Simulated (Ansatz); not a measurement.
Born–Oppenheimer molecular dynamics of BH6NO (9 atoms, charge 0, multiplicity 1). It starts at the highest image of a converged band, a first-order saddle point between two minima.

These are results of RKS PBE0/def2-SVP in Ansatz 0.2.0, not measurements.

```json
{
 "ensemble": "NVE (velocity Verlet)",
 "time step": "0.5 fs",
 "steps asked": "200",
 "starting velocities drawn for": "300 K",
 "seed": "5635"
}
```

First frame:

```xyz
9
Properties=species:S:1:pos:R:3
B 0.162 0.342 0.200
O -0.281 -0.209 1.647
H -1.170 -0.580 1.613
H 1.290 -0.036 -0.043
H -0.702 0.078 -0.620
N 0.083 1.816 0.718
H 0.963 2.316 0.807
H -0.601 2.421 0.271
H -0.303 0.954 1.709
```

Task: How far do the bonds stretch over the last three quarters of this one trajectory? (Pairs bonded in most of those frames.)

Result: 
| bond | mean (Å) | spread (Å) | shortest | longest |
| --- | --- | --- | --- | --- |
| B1–H4 | 1.212 | 0.013 | 1.19 | 1.24 |
| B1–H5 | 1.220 | 0.011 | 1.20 | 1.24 |
| B1–N6 | 1.429 | 0.043 | 1.37 | 1.50 |
| O2–H3 | 0.968 | 0.030 | 0.92 | 1.01 |
| O2–H9 | 0.970 | 0.013 | 0.94 | 1.00 |
| N6–H7 | 1.016 | 0.021 | 0.98 | 1.05 |
| N6–H8 | 1.015 | 0.015 | 0.99 | 1.04 |

Mean temperature of the second half: 425 K. The conserved energy stayed within 0.32 meV per atom of its start (net change 0.21 meV per atom), so the integration is sound. The kinetic energy rose, since the run started high on the potential surface and went downhill. It ends in pieces (BH4N + H2O), so much of that is their flight and rotation, not heat. A run of 0.1 ps of so small a system gives no equilibrium averages. The orbitals stay closed-shell, which can raise the energy where a bond breaks towards radicals; this wasn't checked here.

Run time: 3.3 min on 2 threads of Arm Neoverse V2, on a shared host, peak memory 0.12 GiB.
